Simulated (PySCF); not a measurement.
## Oxygen: a sound run and one with changed settings

Sound run: O [He] 2s2 2p4, O⁺ [He] 2s2 2p3. All numbers are calculated (PySCF 2.14, no relativity, point nucleus, in def2-SVP (3s2p1d, 14 functions)). The sound run starts from symmetry-adapted Hartree-Fock orbitals and uses a fine grid where one is needed.

Changed run: initial guess atom, at most 50 SCF cycles, level shift 10.0 hartree.

| species | method | sound run (hartree) | changed run (hartree) | converged |
| --- | --- | --- | --- | --- |
| O | UHF | -74.72010 | -74.72010 | no |
| O | B3LYP | -75.00076 | -75.00076 | no |
| O | M06-2X | -74.97256 | -74.97256 | no |
| O⁺ | UHF | -74.27607 | -74.27607 | no |
| O⁺ | B3LYP | -74.48553 | -74.48553 | no |
| O⁺ | M06-2X | -74.47163 | -74.47163 | no |

A level shift slows the SCF but leaves a converged energy unchanged.
